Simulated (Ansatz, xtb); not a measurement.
Two structures of BFHLi

We compare a, `[Li][BH]F`, a singlet, with b, a singlet given by its coordinates. Both are isolated molecules in the gas phase, relaxed with PBE0-D3(BJ)/def2-SVP.

a (Å):

```xyz
4

B    -2.1593    1.5217    0.6271
F    -2.3233    0.2502    0.2238
Li   -3.4299    3.1865   -0.1263
H    -1.2308    1.6016    1.4442
```

b (Å):

```xyz
4

B    -2.0984    2.1278    0.5542
F    -2.8664    0.9481    0.8040
Li   -1.6088    0.4146   -0.4362
H    -2.5559    3.0311    1.2450
```

Close contacts (Å): B1–F2 1.43, B1–Li3 2.04, F2–Li3 1.85, B1–H4 1.23.

Energies in hartree; the thermal terms are from PBE0-D3(BJ)/def2-SVP harmonic frequencies (ideal gas, rigid rotor, one conformer each, 298.15 K, 1 atm) and include the zero-point energy:

```
                                a           b
E, CCSD(T)/def2-TZVPP  −132.619991  −132.613533
    zero-point energy     0.013700     0.013648
         H(298 K) − E     0.018432     0.018234
         G(298 K) − E    −0.010831    −0.010334
```

Task: Work out ΔE, ΔE₀, ΔH and ΔG for a → b in kcal/mol (1 Eh = 627.51 kcal/mol) and the equilibrium ratio [b]/[a].

Result: 1. ΔE = −132.613533 − (−132.619991) = +0.006458 Eh = +4.05 kcal/mol.
2. ΔE₀ = ΔE + ΔZPE = +0.006458 + (−0.000052) Eh = +4.02 kcal/mol.
3. ΔH = ΔE + (−0.000198) Eh = +3.93 kcal/mol.
4. ΔG = ΔE + (+0.000497) Eh = +4.36 kcal/mol, so ΔS = (ΔH − ΔG)/T = −6.1 J/(mol K).
5. kT = 0.9442 mEh, so K = [b]/[a] = exp(−ΔG/kT) = exp(−7.37) ≈ 6.3 × 10^−4.

Structure a is favoured at this temperature. An error of 1 kcal/mol in ΔG would change K by a factor of 5.4. Mirror images and further conformers aren't counted.

Other levels gave ΔE = +3.4 (PBE0-D3(BJ)/def2-SVP); +5.9 (HF/def2-TZVPP); +4.3 (MP2/def2-TZVPP) kcal/mol. The correlated steps freeze 2 core orbitals; the last core shell of Li is correlated, in a basis made for valence electrons. Programs: Ansatz 0.2.0.
